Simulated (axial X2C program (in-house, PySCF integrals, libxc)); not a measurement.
# A two-component session on PF⁻: properties at the nuclei

Aim: properties at the nuclei of PF⁻, with spin–orbit coupling in the Hamiltonian from the start.

Method: two-component X2C with atomic mean-field terms, P dyall-av3z, F dyall-av3z; program: an in-house X2C program for linear molecules on PySCF integrals.

All values are calculated.

## (1) The job

task.json reads:

```json
{"zs": [15, 9], "q": -1, "bas": ["dyall-av3z", "dyall-av3z"], "r0": 1.75, "levels": ["PBE0", "HF", "PBE", "BP86", "LDA"], "nst": 3}
```

Keys: zs atomic numbers; q charge; bas basis sets; r0 starting distance in Å; levels methods (HF also brings MP2); nst determinants followed.

The run is started by

```
> python soeom.py task.json out
```

After this run come: Expectation values, lowest determinant; Expectation values, a higher determinant; Expectation values, a higher determinant.

Q: Predict the outcome of this session. Wanted: lowest determinant; Eeff magnitude; Ws magnitude P; A∥/gI P; qzz P; higher determinant (for each run or level that gives them).

**Answer**, as computed:

| quantity | value |
| --- | --- |
| lowest determinant | Ω = 3/2 (excess of +ω over −ω: ω = 3/2) |
| Eeff magnitude (GV/cm), PBE0 | 0.0195 |
| Ws magnitude P (kHz), PBE0 | 0.00509 |
| A∥/gI P (MHz), PBE0 | 123 |
| qzz P (a.u.), PBE0 | 2.13 |
| higher determinant | Ω = 1/2 (excess of +ω over −ω: ω = 1/2) |
| Eeff magnitude (GV/cm), PBE0, higher determinant | 0.0175 |
| Ws magnitude P (kHz), PBE0, higher determinant | 0.0138 |
| A∥/gI P (MHz), PBE0, higher determinant | 666 |
| qzz P (a.u.), PBE0, higher determinant | 2.12 |
| higher determinant | Ω = 1/2 (excess of +ω over −ω: 2 × ω = -1/2, ω = 3/2) |
| Eeff magnitude (GV/cm), PBE0, higher determinant | 0.0152 |
| Ws magnitude P (kHz), PBE0, higher determinant | 0.0263 |
| A∥/gI P (MHz), PBE0, higher determinant | -552 |
| qzz P (a.u.), PBE0, higher determinant | 0.93 |

What this shows: In the first state, the effective field runs from 0.00636 to 0.0511 GV/cm over the mean-field levels, so the levels don't agree on it. The expectation values come from single determinants, which for open shells can mix terms of unlike spin or miss the lowest Ω, so a determinant need not be a state. Eeff is the effective electric field on the electron dipole moment in this Ω state and Ws the scalar–pseudoscalar constant (defined with the proton number Z and per Ω); A∥ is the parallel hyperfine constant, which follows by multiplying with the nuclear g factor gI = μI/(I μN); qzz is the electric field gradient, eQq0 = 234.96 MHz × Q/barn × qzz. The operators were transformed with the bare-nucleus X2C matrices. A second determinant lies within 0.1 eV of the first, so their order is not settled at this level.
